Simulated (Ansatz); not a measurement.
Geometry optimisation, RKS revPBE-D4/def2-SVP in Ansatz.

Input file:

```yaml
crystal:
  periodic: [false, false, false]
  atoms:
    - { symbol: Al, position_ang: [0.031128, -0.195251, 0.187964] }
    - { symbol: "N", position_ang: [0.03166, -0.168152, 2.059729] }
    - { symbol: H, position_ang: [-0.797949, -0.292106, 2.645661] }
    - { symbol: H, position_ang: [0.875327, -0.224821, 2.635534] }
    - { symbol: H, position_ang: [1.446663, -0.090589, -0.539972] }
    - { symbol: H, position_ang: [-1.382196, -0.311313, -0.54211] }
    - { symbol: H, position_ang: [-0.366166, 2.473949, 0.776058] }
    - { symbol: H, position_ang: [-0.253667, 1.931483, 1.243537] }
basis:
  gaussian: { orbitals: def2-SVP }
hamiltonian:
  xc: revpbe
  dispersion: d4
relax:
  f_tol: 0.03
  max_steps: 50
```

Launched with:

```bash
$ ansatz run input.yaml --threads 1 --pin off --max-ram 2048MiB --backend cpu --events-out ev --progress --plain --runs-dir out
```

Where does it end, and by what steps?

The run converged. After 24 steps the energy has fallen by 0.204 eV; H7 moved furthest, 1.28 Å.

```tsv
step	energy less start (eV)	largest force component (eV/Å)	accepted
0	0.0000	1.519	yes
1	-0.1479	0.812	yes
2	-0.1740	0.326	yes
3	-0.1800	0.183	yes
4	-0.1809	0.171	yes
5	-0.1813	0.127	yes
6	-0.1819	0.034	yes
7	-0.1823	0.053	yes
8	-0.1831	0.145	yes
9	-0.1842	0.182	yes
10	-0.1865	0.200	yes
11	-0.1890	0.249	yes
12	-0.1878	0.366	no
13	-0.1925	0.129	yes
14	-0.1958	0.061	yes
15	-0.1993	0.121	yes
16	-0.1983	0.454	no
17	-0.2013	0.125	yes
18	-0.2012	0.181	no
19	-0.2024	0.072	yes
20	-0.2031	0.059	yes
21	-0.2036	0.087	yes
22	-0.2039	0.082	yes
23	-0.2041	0.046	yes
24	-0.2042	0.012	yes
```

```xyz
8
Properties=species:S:1:pos:R:3
Al 0.086 -0.786 0.066
N 0.007 -0.089 1.719
H -0.843 0.010 2.279
H 0.815 0.214 2.270
H 1.526 -0.893 -0.617
H -1.291 -1.239 -0.605
H -0.402 3.332 1.719
H -0.312 2.574 1.636
```

Time of the run: 35 s on 1 thread of Arm Neoverse V1 (shared host), peak memory 0.11 GiB.
